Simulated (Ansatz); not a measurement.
**NH (singlet): wave-function methods side by side, aug-cc-pVDZ**

One table from this session's results is given with a row withheld; the runs are named, their logs left out.

The runs use Ansatz 0.2.0, Gaussian basis; aug-cc-pVDZ, core rule «outside noble gas», up to 1 orbitals frozen.

Plan: UHF; CCSD(T) on RHF; CCSD(T) on UHF; BCCD(T) on RHF; CISD; CCSDT(Q) on RHF; CCSDT(Q) on UHF; CCSDTQ on RHF; CASSCF and MRCISD+Q, 6 electrons in 5 orbitals; CASSCF and NEVPT2, 6 electrons in 5 orbitals; Full CI; Full CI in the symmetry of the determinant.

21 further runs of the same task are left out: 9 that didn't finish, 12 set aside as unsound or not needed.

**The system**

The geometry is a PBE0/def2-TZVP stationary point (not a proven minimum) of the parent state, kept for this charge and spin.

2 atoms, charge 0, spin multiplicity 1.

Atoms are counted from 1 here; the program's logs count them from 0.

Bond lengths: N1–H2 1.040 Å.

Set-up of the first run:

The input, in.yaml:

```yaml
crystal:
  periodic: [false, false, false]
  atoms:
    - {symbol: N, position_ang: [0.000000, 0.000000, 0.000000]}
    - {symbol: H, position_ang: [0.000000, 0.000000, 1.039652]}
basis:
  gaussian: {orbitals: aug-cc-pVDZ}
magnetization: {spin_polarized: true, initial_magnetization: 0}
hamiltonian: {xc: hf}
output: {orbitals: {seedname: orbitals}}
```

Launch:

```sh
> ansatz run in.yaml --threads 1 --pin off --events-out ev --progress --plain --max-ram 2393MiB
```

Among the steps run: UHF; CCSD(T) on RHF; CCSD(T) on UHF; BCCD(T) on RHF; CISD; CCSDT(Q) on RHF; CCSDT(Q) on UHF; CCSDTQ on RHF; CASSCF and MRCISD+Q, 6 electrons in 5 orbitals; CASSCF and NEVPT2, 6 electrons in 5 orbitals; Full CI; Full CI in the symmetry of the determinant.

One of the session's tables, all rows but one given; the rest of the session is left out.

| method | from FCI (meV) |
| --- | --- |
| RHF | +4799.7 |
| RMP2 | +1300.9 |
| CISD | +673.3 |
| RCCSD | +453.4 |
| RCCSD(T) | ? |
| BCCD(T) | +252.7 |
| RCCSDT | +21.3 |
| RCCSDT(Q) | -8.3 |
| RCCSDTQ | +0.6 |
| CASSCF valence | +3365.2 |
| NEVPT2 valence | +672.8 |
| MRCISD valence | +135.4 |
| MRCISD+Q valence | -7.4 |
| FCI | 0 |

Q: Estimate the row for RCCSD(T) from the others.

As computed: from FCI (meV): +251.8. In the column «from FCI (meV)» it lies between MRCISD valence (+135.4) and BCCD(T) (+252.7).

Left out of the table: UHF, UMP2, UCCSD, UCCSD(T), UCCSDT, UCCSDT(Q) (another determinant or state than the rows shown).

Limits of these values: The report flags that the cluster equations may have other roots. The program flags RCCSDT(Q), RCCSDTQ as in doubt, so those rows may rest on another solution; read them beside their warnings. RCCSDT(Q), MRCISD+Q valence fall below full CI, which methods that aren't variational can do.
